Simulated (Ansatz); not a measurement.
# C2H3Cl2+: functionals against CCSD(T) at one geometry

Aim: energy, forces and dipole at a structure displaced at random from a GFN2-xTB minimum, from CCSD(T) and from density functionals.

Method: single points in def2-TZVPP; program: Ansatz 0.2.0, Gaussian basis.

Correlated methods freeze the cores.

## (1) Starting geometry

SMILES `C[C+](Cl)Cl`, 7 atoms, charge 1, spin multiplicity 1.

Atoms are counted from 1 here; the program's logs count them from 0.

Bond lengths: C1–C2 1.601 Å, C1–H5 1.214 Å, C1–H6 1.008 Å, C1–H7 1.165 Å, C2–Cl3 1.595 Å, C2–Cl4 1.514 Å. Angles: C2–C1–H5 105.5°, C2–C1–H6 117.4°, C2–C1–H7 100.5°, H5–C1–H6 110.1°, H5–C1–H7 102.5°, H6–C1–H7 119.0°, C1–C2–Cl3 124.9°, C1–C2–Cl4 109.1°, Cl3–C2–Cl4 126.0°.

Geometry (Å):

```
C    -0.0932    0.7230    0.0504
C     0.0614   -0.8649   -0.0815
Cl    1.2972   -1.7112    0.4675
Cl   -1.1559   -1.4232   -0.7872
H     0.0342    0.9640    1.2334
H    -0.9436    1.1365   -0.2984
H     0.9268    1.0734   -0.3905
```

## (2) CCSD(T)/def2-TZVPP

File run/in.yaml:

```yaml
crystal:
  periodic: [false, false, false]
  atoms:
    - {symbol: C, position_ang: [-0.093200, 0.723000, 0.050400]}
    - {symbol: C, position_ang: [0.061400, -0.864900, -0.081500]}
    - {symbol: Cl, position_ang: [1.297200, -1.711200, 0.467500]}
    - {symbol: Cl, position_ang: [-1.155900, -1.423200, -0.787200]}
    - {symbol: H, position_ang: [0.034200, 0.964000, 1.233400]}
    - {symbol: H, position_ang: [-0.943600, 1.136500, -0.298400]}
    - {symbol: H, position_ang: [0.926800, 1.073400, -0.390500]}
basis:
  gaussian: {orbitals: def2-TZVPP}
total_charge: 1
correlation: {method: ccsd_t}
output: {forces: true}
```

The command line of these runs was not kept.

## (3) PBE0-D4/def2-TZVPP

run/in.yaml, as its differences from that of step 2:

```diff
@@ -13,3 +13,3 @@
 total_charge: 1
-correlation: {method: ccsd_t}
-output: {forces: true}
+hamiltonian: {xc: pbe0, dispersion: d4}
+output: {forces: true, orbitals: {seedname: orbitals}}
```

## (4) wB97M-V/def2-TZVPP

run/in.yaml, as its differences from that of step 3:

```diff
@@ -13,3 +13,3 @@
 total_charge: 1
-hamiltonian: {xc: pbe0, dispersion: d4}
-output: {forces: true, orbitals: {seedname: orbitals}}
+hamiltonian: {xc: {name: wB97M-V}}
+output: {forces: true}
```

## (5) r2SCAN-D4/def2-TZVPP

run/in.yaml, as its differences from that of step 4:

```diff
@@ -13,3 +13,3 @@
 total_charge: 1
-hamiltonian: {xc: {name: wB97M-V}}
+hamiltonian: {xc: r2scan, dispersion: d4}
 output: {forces: true}
```

## (6) PBE-D4/def2-TZVPP

run/in.yaml, as its differences from that of step 5:

```diff
@@ -13,3 +13,3 @@
 total_charge: 1
-hamiltonian: {xc: r2scan, dispersion: d4}
+hamiltonian: {xc: pbe, dispersion: d4}
 output: {forces: true}
```

## (7) HSE06-D4/def2-TZVPP

run/in.yaml, as its differences from that of step 6:

```diff
@@ -13,3 +13,3 @@
 total_charge: 1
-hamiltonian: {xc: pbe, dispersion: d4}
+hamiltonian: {xc: hse06, dispersion: d4}
 output: {forces: true}
```

## (8) CAM-B3LYP-D4/def2-TZVPP

run/in.yaml, as its differences from that of step 7:

```diff
@@ -13,3 +13,3 @@
 total_charge: 1
-hamiltonian: {xc: hse06, dispersion: d4}
+hamiltonian: {xc: {name: CAM-B3LYP}, dispersion: d4}
 output: {forces: true}
```

(Steps that only read results are left out.)

Before running it: what results should come out? Wanted: energy less free atoms, CCSD(T)/def2-TZVPP; RMS force component; RMS force error; HOMO and LUMO, PBE0-D4; T1 diagnostic.

As calculated:

| quantity | value |
| --- | --- |
| energy less free atoms, CCSD(T)/def2-TZVPP | -15.095 eV |
| RMS force component | 2.932 to 2.970 eV/Å over the methods |
| RMS force error | PBE0-D4 0.156, wB97M-V 0.098, r2SCAN-D4 0.095, PBE-D4 0.164, HSE06-D4 0.152, CAM-B3LYP-D4 0.141 eV/Å |
| HOMO and LUMO, PBE0-D4 | -15.18 and -9.26 eV |
| T1 diagnostic | 0.015 |

What this shows: Against CCSD(T) the functionals' energies less atoms differ by -1.876 to -0.577 eV, PBE-D4 by -1.876 eV. A larger basis would deepen the CCSD(T) value, while the functionals are nearly converged already, so the order here is not reliable. The forces of r2SCAN-D4 come nearest to CCSD(T), those of PBE-D4 are farthest. Frozen-core CCSD(T) forces in triple zeta carry basis errors of their own, and this is one geometry, so small gaps rank nothing.
